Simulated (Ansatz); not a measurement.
Cost against result

Saddle point of CH10Si2, singlet (CH₆Si ([CH3][SiH3]) + SiH₄ → CH₆Si ([CH3][SiH3]) + SiH₄; bonds formed: Si1–H7, C2–Si6; bonds broken: Si1–C2, Si6–H7), PBE0-D4/def2-TZVP structure:

```
13
angstrom
Si -0.7924 0.8617 -0.7506
C 0.5014 -0.8192 -0.6933
H -1.4340 0.1233 -1.9026
H -0.1286 2.0086 -1.4278
H -1.9920 1.1481 0.0884
Si 0.3384 -0.2090 1.3326
H 0.0941 1.2985 0.6163
H 1.6335 0.3403 1.8182
H 0.4773 -1.6864 1.6185
H -0.8896 0.1042 2.1194
H 0.7549 -0.3661 -1.6620
H 1.4960 -1.0678 -0.2968
H -0.0588 -1.7359 -0.8603
```

Barriers are electronic and count from the start structure reached by relaxing down the imaginary mode.

Computed with Ansatz 0.2.0 (basis: as named in each row); correlated methods freeze the cores. B3LYP uses VWN-RPA correlation. Extrapolation: Hartree–Fock as exp(−7.88 √X), correlation as X^−2.97.

Times are rough, for one single point on 4 threads of a shared host (Arm Neoverse V2).

The estimate by CCSD(T) at an estimated basis limit (MP2 extrapolated from triple and quadruple zeta, plus CCSD(T) − MP2 in triple zeta) is 71.50 kcal/mol.

```json
{"method": "HF", "basis": "STO-3G", "time (s)": "under 1", "barrier (kcal/mol)": "164.27", "method less estimate": "92.76"}
{"method": "PBE-D4", "basis": "STO-3G", "time (s)": "under 1", "barrier (kcal/mol)": "119.32", "method less estimate": "47.82"}
{"method": "SPW92", "basis": "def2-SVP", "time (s)": "under 1", "barrier (kcal/mol)": "60.93", "method less estimate": "-10.58"}
{"method": "B3LYP-D4", "basis": "6-31G", "time (s)": "under 1", "barrier (kcal/mol)": "97.73", "method less estimate": "26.23"}
{"method": "PBE-D4", "basis": "def2-SVP", "time (s)": "under 1", "barrier (kcal/mol)": "67.98", "method less estimate": "-3.52"}
{"method": "PBE0-D4", "basis": "def2-SVP", "time (s)": "under 1", "barrier (kcal/mol)": "71.09", "method less estimate": "-0.41"}
{"method": "SPW92", "basis": "def2-TZVPP", "time (s)": "1", "barrier (kcal/mol)": "56.65", "method less estimate": "-14.85"}
{"method": "PBE-D4", "basis": "def2-TZVPP", "time (s)": "2", "barrier (kcal/mol)": "63.57", "method less estimate": "-7.94"}
{"method": "BLYP-D4", "basis": "def2-TZVPP", "time (s)": "2", "barrier (kcal/mol)": "71.84", "method less estimate": "0.33"}
{"method": "BHLYP-D4", "basis": "def2-TZVPP", "time (s)": "2", "barrier (kcal/mol)": "77.15", "method less estimate": "5.65"}
{"method": "B3LYP-D4", "basis": "def2-TZVPP", "time (s)": "2", "barrier (kcal/mol)": "73.63", "method less estimate": "2.12"}
{"method": "CCSD(T)", "basis": "def2-SVP", "time (s)": "2", "barrier (kcal/mol)": "81.74", "method less estimate": "10.24"}
{"method": "PBE0-D4", "basis": "def2-TZVPP", "time (s)": "2", "barrier (kcal/mol)": "66.45", "method less estimate": "-5.05"}
{"method": "CAM-B3LYP-D4", "basis": "def2-TZVPP", "time (s)": "2", "barrier (kcal/mol)": "75.46", "method less estimate": "3.95"}
{"method": "wB97M-V", "basis": "def2-SVP", "time (s)": "3", "barrier (kcal/mol)": "74.56", "method less estimate": "3.06"}
{"method": "r2SCAN-D4", "basis": "def2-TZVPP", "time (s)": "3", "barrier (kcal/mol)": "67.24", "method less estimate": "-4.27"}
{"method": "r2SCAN0-D4", "basis": "def2-TZVPP", "time (s)": "4", "barrier (kcal/mol)": "68.82", "method less estimate": "-2.69"}
{"method": "RPA on PBE", "basis": "def2-TZVPP", "time (s)": "4", "barrier (kcal/mol)": "73.32", "method less estimate": "1.81"}
{"method": "PBE-QIDH", "basis": "def2-TZVPP", "time (s)": "4", "barrier (kcal/mol)": "69.55", "method less estimate": "-1.96"}
{"method": "B2PLYP", "basis": "def2-TZVPP", "time (s)": "5", "barrier (kcal/mol)": "75.22", "method less estimate": "3.72"}
{"method": "wB97X-V", "basis": "def2-TZVPP", "time (s)": "6", "barrier (kcal/mol)": "72.34", "method less estimate": "0.84"}
{"method": "wB97M-V", "basis": "def2-TZVPP", "time (s)": "7", "barrier (kcal/mol)": "70.35", "method less estimate": "-1.15"}
{"method": "B97M-V", "basis": "def2-TZVPP", "time (s)": "8", "barrier (kcal/mol)": "68.28", "method less estimate": "-3.22"}
{"method": "MP2", "basis": "def2-QZVPP", "time (s)": "21", "barrier (kcal/mol)": "70.94", "method less estimate": "-0.57"}
{"method": "CCSD(T)", "basis": "def2-TZVPP", "time (s)": "67", "barrier (kcal/mol)": "73.08", "method less estimate": "1.58"}
```

All methods are single points on the PBE0-D4 structures.

The T1 diagnostic stays at or below 0.012.

Ligand swaps between two centres remove the fluorinated layer in thermal atomic layer etching, and scramble precursors in the gas phase.

Labels in which every atom is bracketed show which atoms are joined, not bond orders.
